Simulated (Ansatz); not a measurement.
hcp Ru was calculated with PBEsol (Ansatz, a first-principles code, plane waves, PAW).

Settings: plane-wave cutoff 520 eV, 16×16×10 k mesh (along the axes of the cell as run), Fermi–Dirac smearing 0.1 eV, perturbation theory, force constants from a 4×4×2 q mesh, no spin polarisation, scalar-relativistic PAW data made under PBE.

Q: Estimate the zero-point energy that the calculation returns.

A: 
zero-point energy: 0.037 eV/atom

It cost very roughly 19 core-minutes of CPU time.
